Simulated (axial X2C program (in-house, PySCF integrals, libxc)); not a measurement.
## SiF⁺ along the bond: PBE0, 2c

Computed with an in-house all-electron X2C program for linear molecules (integrals from PySCF). Two-component (2c) means X2C with spin–orbit coupling and atomic mean-field two-electron Coulomb and Gaunt terms. Basis: Si dyall-v3z [8s7p2d1f], F dyall-av3z [7s6p3d2f] (cores contracted in-house); Gaussian nuclei, density fitting, unrestricted open shells. Masses: Si 27.977 u, F 18.998 u.

State: Ω = 0 (closed shell). Dipoles are positive if F is the positive end and refer to the centre of mass.

| R (Å) | μ (D) | HOMO (eV) | LUMO (eV) |
| --- | --- | --- | --- |
| 1.350 | -2.381 | -17.50 | -9.34 |
| 1.412 | -2.714 | -17.63 | -9.54 |
| 1.459 | -2.976 | -17.71 | -9.68 |
| 1.505 | -3.246 | -17.79 | -9.82 |
| 1.552 | -3.523 | -17.86 | -9.95 |
| 1.606 | -3.853 | -17.93 | -10.11 |
| 1.661 | -4.187 | -17.98 | -10.25 |
| 1.730 | -4.621 | -18.00 | -10.43 |
| 1.816 | -5.149 | -17.95 | -10.64 |
| 1.940 | -5.904 | -17.67 | -10.91 |

Task: The minimum lies at 1.547 Å. What is the dipole moment there?

Result: At PBE0, 2c, with the sign and origin stated: μ = -3.49 D.

The state is one determinant whose occupation by symmetry is held fixed; it was picked as the lowest of a PBE0 search that is not exhaustive. The closed shell is kept restricted, so the energy runs too high when the bond is stretched far.
